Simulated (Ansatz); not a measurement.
# Relaxing Na2Al

All numbers below come from DFT PBE, scalar-relativistic, plane waves, PAW (Ansatz 0.2.0). Cutoff 420 eV, Γ-centred k mesh, Gaussian smearing, no spin polarisation in the final step.

The start puts Na2Al on the cadmium chloride structure type (R-3m, No. 166), with Al in place of Cd, Na in place of Cl, at a guessed volume.

```
Na Al
1.0
     1.77399    1.02421    5.35791
    -1.77399    1.02421    5.35791
     0.00000   -2.04843    5.35791
Na Al
2 1
Direct
  0.75000 0.75000 0.75000
  0.25000 0.25000 0.25000
  0.00000 0.00000 0.00000
```

Cell and atoms relax at zero pressure; the relaxation can't lower the symmetry of the start. After a coarse first stage the cell is made exact in the group found at 0.06 Å.

The zero of energy is the elements' standard structures at the same level; no fitted shifts are applied.

**Question.** Describe the relaxed structure.

**Answer.** It keeps R-3m (No. 166), but not the shape of the type it started on. Conventional cell: a = 3.262 Å, c = 25.593 Å. Na has 6 Na at 3.26 Å, 3 Al at 3.26 Å and 3 Na at 3.71 Å; around Al lie 6 Al at 3.26 Å and 6 Na at 3.26 Å.

Space group R-3m:H (No. 166). a = 3.262 Å, b = 3.262 Å, c = 25.593 Å, α = 90.00°, β = 90.00°, γ = 120.00°
| atom | site | symmetry | x | y | z |
| --- | --- | --- | --- | --- | --- |
| Na | 6c | 3m | 0.0000 | 0.0000 | 0.7709 |
| Al | 3a | -3m | 0.0000 | 0.0000 | 0.0000 |

**Question.** What are its volume, energy, density and gap?

**Answer.** The volume per atom is 26.20 Å³. The density is 1.54 g/cm³, the energy over the elements is 0.21 eV/atom and the gap on the 18×18×18 mesh is 0 eV (a metal).

The final run used a 18×18×18 mesh on its 3-atom cell and 0.10 eV smearing. For metals, differences of a few meV/atom aren't resolved. A structure relaxed within its symmetry needn't be a true minimum.

Cost: 3 runs of about 3.3 core-minutes in all, on Arm Neoverse V1 (shared hosts).